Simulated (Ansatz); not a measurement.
Results of HSE06 (Ansatz, a quantum-chemistry and plane-wave program, PAW) for zinc-blende BAs.

The same calculation (at the measured cell, 13.626 Å³/atom) with different numerical settings:

```csv
run,k mesh,gap on the mesh (eV),total energy (eV/atom)
1,4×4×4,2.103,-2506.6625
2,6×6×6,1.938,-2506.7390
3,8×8×8,1.838,-2506.7463
4,10×10×10,1.822,-2506.7472
5,12×12×12,1.829,-2506.7474
```

In the column total energy (eV/atom) the first row differs from the last by +0.0849 and the next to last by +0.0002.

The last row is no converged limit: other settings stay fixed.

Spin–orbit coupling is not included.
